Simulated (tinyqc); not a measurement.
Worked calculation: RHF in the sto-6g basis, for OH-, spin multiplicity 1. The basis has no diffuse functions, so it cannot describe the extra electron: this is an exercise in the method, not the real anion. One step of it, computed by the program tinyqc.

Task: Iteration 2: building the Fock matrix. J_ij = sum D_kl (ij|kl), K_ij = sum D_kl (ik|jl); F = H + J - 0.5 K; E = tr D H + tr D J / 2 - 0.25 tr D K + E_nn.

D after iteration 1:
```
            1O 1s      1O 2s    1O 2px    1O 2py     1O 2pz      2H 1s
1O 1s    1.110154  -0.499583  0.000000  0.000000  -0.021048   0.069370
1O 2s   -0.499583   2.288985  0.000000  0.000000   0.142110  -0.474916
1O 2px   0.000000   0.000000  2.000000  0.000000   0.000000   0.000000
1O 2py   0.000000   0.000000  0.000000  2.000000   0.000000   0.000000
1O 2pz  -0.021048   0.142110  0.000000  0.000000   2.112142  -0.374793
2H 1s    0.069370  -0.474916  0.000000  0.000000  -0.374793   1.252612
```

core Hamiltonian H = T + V (hartree):
```
             1O 1s      1O 2s     1O 2px     1O 2py     1O 2pz      2H 1s
1O 1s   -32.369541  -7.148645   0.000000   0.000000  -0.010329  -0.970358
1O 2s    -7.148645  -8.594923   0.000000   0.000000  -0.121143  -2.269514
1O 2px    0.000000   0.000000  -6.882167   0.000000   0.000000   0.000000
1O 2py    0.000000   0.000000   0.000000  -6.882167   0.000000   0.000000
1O 2pz   -0.010329  -0.121143   0.000000   0.000000  -6.953167  -1.737889
2H 1s    -0.970358  -2.269514   0.000000   0.000000  -1.737889  -3.931497
```

Two-electron integrals (ij|kl) in chemists' order, unique and non-zero (hartree):
```
(11|11) 4.787491   (21|11) 0.675884   (21|21) 0.121505   (22|11) 1.117379
(22|21) 0.249212   (22|22) 0.817383   (31|31) 0.025762   (32|31) 0.039145
(32|32) 0.180664   (33|11) 1.117381   (33|21) 0.249212   (33|22) 0.817382
(33|33) 0.880663   (41|41) 0.025762   (42|41) 0.039145   (42|42) 0.180664
(43|43) 0.047461   (44|11) 1.117381   (44|21) 0.249212   (44|22) 0.817382
(44|33) 0.785741   (44|44) 0.880663   (51|51) 0.025762   (52|51) 0.039145
(52|52) 0.180664   (53|53) 0.047461   (54|54) 0.047461   (55|11) 1.117381
(55|21) 0.249212   (55|22) 0.817382   (55|33) 0.785741   (55|44) 0.785741
(55|55) 0.880663   (61|11) 0.096858   (61|21) 0.016705   (61|22) 0.033564
(61|33) 0.033493   (61|44) 0.033493   (61|51) 0.000820   (61|52) 0.001611
(61|55) 0.033705   (61|61) 0.002341   (62|11) 0.257849   (62|21) 0.058423
(62|22) 0.215038   (62|33) 0.211337   (62|44) 0.211337   (62|51) 0.004701
(62|52) 0.036062   (62|55) 0.222438   (62|61) 0.008093   (62|62) 0.073417
(63|31) 0.006188   (63|32) 0.035815   (63|53) 0.007281   (63|63) 0.009833
(64|41) 0.006188   (64|42) 0.035815   (64|54) 0.007281   (64|64) 0.009833
(65|11) 0.197015   (65|21) 0.045235   (65|22) 0.177449   (65|33) 0.169729
(65|44) 0.169729   (65|51) 0.009284   (65|52) 0.063201   (65|55) 0.192890
(65|61) 0.006522   (65|62) 0.073603   (65|65) 0.082654   (66|11) 0.432325
(66|21) 0.099758   (66|22) 0.421901   (66|33) 0.406245   (66|44) 0.406245
(66|51) 0.009397   (66|52) 0.101127   (66|55) 0.453212   (66|61) 0.013917
(66|62) 0.191552   (66|65) 0.218499   (66|66) 0.774999
```

nuclear repulsion = 3.50738831 hartree

Give: Coulomb J; exchange K; Fock matrix F; total energy of this density.

Result:

Coulomb J (hartree):
```
          1O 1s   1O 2s  1O 2px  1O 2py  1O 2pz   2H 1s
1O 1s   14.1892  2.7605  0.0000  0.0000  0.0105  0.3784
1O 2s    2.7605  8.0543  0.0000  0.0000  0.0950  2.1615
1O 2px   0.0000  0.0000  8.0404  0.0000  0.0000  0.0000
1O 2py   0.0000  0.0000  0.0000  8.0404  0.0000  0.0000
1O 2pz   0.0105  0.0950  0.0000  0.0000  8.0820  1.8263
2H 1s    0.3784  2.1615  0.0000  0.0000  1.8263  4.5835
```

exchange K (hartree):
```
         1O 1s   1O 2s  1O 2px  1O 2py  1O 2pz   2H 1s
1O 1s   5.0750  0.9242  0.0000  0.0000  0.0005  0.1418
1O 2s   0.9242  2.7299  0.0000  0.0000  0.0230  0.7176
1O 2px  0.0000  0.0000  2.3332  0.0000  0.0000  0.0000
1O 2py  0.0000  0.0000  0.0000  2.3332  0.0000  0.0000
1O 2pz  0.0005  0.0230  0.0000  0.0000  2.3532  0.5475
2H 1s   0.1418  0.7176  0.0000  0.0000  0.5475  1.0241
```

Fock matrix F (hartree):
```
           1O 1s    1O 2s   1O 2px   1O 2py   1O 2pz    2H 1s
1O 1s   -20.7179  -4.8503   0.0000   0.0000  -0.0001  -0.6628
1O 2s    -4.8503  -1.9056   0.0000   0.0000  -0.0377  -0.4668
1O 2px    0.0000   0.0000  -0.0084   0.0000   0.0000   0.0000
1O 2py    0.0000   0.0000   0.0000  -0.0084   0.0000   0.0000
1O 2pz   -0.0001  -0.0377   0.0000   0.0000  -0.0478  -0.1853
2H 1s    -0.6628  -0.4668   0.0000   0.0000  -0.1853   0.1400
```

total energy of this density = -53.648036 hartree

This density is a damped mixture and is not idempotent.
